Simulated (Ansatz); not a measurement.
Eight cases of atomisation energy of first-row species (electronic energies, kJ/mol), geometries: B3LYP-D3(BJ)/def2-TZVP. Functionals by Ansatz (a first-principles code) in def2-TZVPD; columns hold the difference against the high level (Ansatz, AFQMC by cisd_afqmc): A = CCSD(T)/CBS(cc-pVQZ,cc-pV5Z) + [CCSDT(Q) - CCSD(T)]/cc-pVQZ + [CCSDTQ - CCSDT(Q)]/cc-pVDZ + core + X2C; B = CCSD(T)/CBS(cc-pVQZ,cc-pV5Z) + [CCSDT(Q) - CCSD(T)]/cc-pVTZ + core + X2C; C = CCSD(T)/CBS(cc-pVTZ,cc-pVQZ) + [CCSDT(Q) - CCSD(T)]/cc-pVDZ + core + X2C. The cases were drawn at random from those of this class that have a high level and all functionals, leaving out states under which another spin lies or may lie. Left out are anions, K, Ca, elements past Kr, ionisation of Li, Na and Mg, pi-pi* triplets of linear molecules and other triplets made from a closed-shell parent. Runs that doubt their state, and full CI more than 15 mEh from coupled cluster, are set aside; a case stays where another high level and all functionals remain. AFQMC serves as high level only in triple zeta or larger, with a steady walk, a bar under 0.8 kcal/mol and agreement with other high levels or trials where they ran; where none ran, an unstable determinant or (outside 3d species) a high T1 diagnostic also bars it, so strongly correlated cases are thinned. No case was kept or dropped by the size of a functional's miss. Each difference is the functional minus the high level; affinities count positive where energy is released, gaps as the second state minus the first. UHF or UKS for unpaired electrons; spin-orbit terms are left out. CBS(X,Y): correlation extrapolated as X^-3, Hartree-Fock from the larger set (Q,5: extrapolated as (X+1)exp(-9√X)). A bracket is a step between two methods taken in the basis named. The functionals are non-relativistic, so their misses hold any scalar relativity. Double hybrids freeze cores in their MP2 part. 'core' is core correlation in cc-pwCVTZ, 'X2C' scalar relativity in cc-pVTZ-DK, both at CCSD(T). Where a partner has so few electrons that a lower coupled-cluster level is exact, that level stands in. The restricted determinant of C4H4N2 (c1cncnc1, singlet) is unstable towards broken spin symmetry in at least one set run. The UHF reference of C3H5 ([CH2]C=C, doublet) is spin-contaminated (<S^2> up to 0.20 over the pure value in the sets run).

```json
[
 {"case": "CH4N (SMILES [NH]C, doublet)", "level": "B", "value": "1984.9"},
 {"case": "CH2F (SMILES [CH2]F, doublet)", "level": "B", "value": "1313.9"},
 {"case": "CH2BF3 (trifluoromethylborane, SMILES BC(F)(F)F)", "level": "C", "value": "2608.6"},
 {"case": "C4H5N (SMILES c1cc[nH]c1)", "level": "C", "value": "4491.5"},
 {"case": "C4H6O (SMILES C1=CCOC1)", "level": "C", "value": "4680.5"},
 {"case": "C4H4N2 (pyrimidine, SMILES c1cncnc1)", "level": "C", "value": "4652.5"},
 {"case": "C3H5 (SMILES [CH2]C=C, doublet)", "level": "C", "value": "3210.2"},
 {"case": "CHN (methanidylidyneazanium, SMILES [C-]#[NH+])", "level": "A", "value": "1246.0"}
]
```

**Question.** Predict the difference of PBE, B3LYP, B2PLYP for each case and sum up.

**Answer.** 
```
case                                                PBE  B3LYP  B2PLYP
------------------------------------------------  -----  -----  ------
CH4N (SMILES [NH]C, doublet)                       51.9   19.2   -15.9
CH2F (SMILES [CH2]F, doublet)                      45.2    5.4    -9.3
CH2BF3 (trifluoromethylborane, SMILES BC(F)(F)F)   89.9  -23.8   -26.7
C4H5N (SMILES c1cc[nH]c1)                         154.6  -22.9   -42.9
C4H6O (SMILES C1=CCOC1)                           111.8  -47.1   -66.8
C4H4N2 (pyrimidine, SMILES c1cncnc1)              210.8   -5.5   -28.3
C3H5 (SMILES [CH2]C=C, doublet)                    67.3   -2.6   -35.4
CHN (methanidylidyneazanium, SMILES [C-]#[NH+])    54.5    4.4    -5.0
```
PBE: mean +98.3, mean absolute 98.3, median absolute 78.6, largest +210.8; B3LYP: mean -9.1, mean absolute 16.4, median absolute 12.3, largest -47.1; B2PLYP: mean -28.8, mean absolute 28.8, median absolute 27.5, largest -66.8 kJ/mol. PBE lies above in 8 and below in 0 of the eight.
